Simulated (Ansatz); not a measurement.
We consider SnBr₂ (Pnma, No. 62; cell taken from a computed entry), described by PBEsol+SOC in Ansatz (PAW).

Run with plane-wave cutoff 520 eV, 4×8×4 k mesh (along the axes of the cell as run), Fermi–Dirac smearing 0.01 eV, PAW data made under PBE.

Cell (relaxed with PBEsol):

SnBr2 has the orthorhombic space group Pnma (No. 62), Pearson symbol oP12. Cell: a = 8.080 Å, b = 4.153 Å, c = 10.918 Å, α = β = γ = 90.00°. Sn on 4c is surrounded by 3 Br at 2.810–2.896 Å and 2 Br at 3.049 Å (square pyramidal). Br1 on 4c is surrounded by 1 Sn at 2.810 Å and 2 Sn at 3.049 Å (trigonal pyramidal). Br2 on 4c sees 2 Sn at 2.896 Å (bent). (Neighbours: up to the widest gap in distance over summed covalent radii, below 1.35, at either atom; cation-cation and far metal-metal contacts left out.)

Question: Predict the band gap.

Answer: 
* **band gap**: 1.99 eV (direct)

Computed values are for the static lattice.

Ansatz is a program for electronic structure.
